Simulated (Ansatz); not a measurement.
# Which is lower?

Two relaxed structures of CH4NSi (charge -1), closed shell (PBE0-D4/def2-TZVPD; forces vanish, vibrations not checked).

A:

```csv
atom,x (Å),y (Å),z (Å)
C1,-1.1783,0.3118,-0.4086
Si2,0.4215,0.1968,0.6926
N3,1.1526,-1.1760,0.1111
H4,-1.2071,-0.5194,-1.1235
H5,-1.2045,1.2639,-0.9557
H6,-2.0806,0.2847,0.2173
H7,2.0214,-1.3559,0.6136
```

B:

C1  (-1.087, 0.368, -0.707)
Si2  (0.306, 0.009, 0.256)
N3  (1.234, -1.341, 0.337)
H4  (-1.546, -0.306, -1.423)
H5  (-1.558, 1.342, -0.603)
H6  (0.654, 1.193, 1.138)
H7  (1.997, -1.267, 1.002)
(Å)

Ansatz 0.2.0; basis: def2-TZVPPD; cores frozen in the correlated methods. B3LYP uses VWN-RPA correlation.

Q: Which structure is lower at CCSD(T), and by how much? (An estimate is asked for; the value comes from the calculation.)

A: By the calculation: A, by 39.2 kJ/mol (electronic energy, against the other). By their contacts, A is CH₄NSi ([CH3][Si][NH]), total charge -1 and B is CH₄NSi ([CH2][SiH][NH]), total charge -1.

All methods give the same order:

| method | E(B) − E(A) (kJ/mol) |
| --- | --- |
| PBE-D4 | 36.7 |
| r2SCAN-D4 | 27.0 |
| PBE0-D4 | 34.4 |
| B3LYP-D4 | 33.0 |
| wB97M-V | 37.1 |
| HF | 31.6 |
| MP2 | 31.1 |
| CCSD | 38.1 |
| CCSD(T) | 39.2 |

No T1 diagnostic of these runs exceeds 0.018.

Labels in which every atom is bracketed show which atoms are joined, not bond orders.

For scale, one of the runs: CCSD(T)/def2-TZVPPD, 190 basis functions, launched by `ansatz run in.yaml --threads 2 --pin off --events-out ev --progress --plain --max-ram 4352MiB`. Hardware: 2 CPU threads of an Intel Xeon 6975P-C, shared host. Wall time 19 s; peak host memory 2.2 GiB.
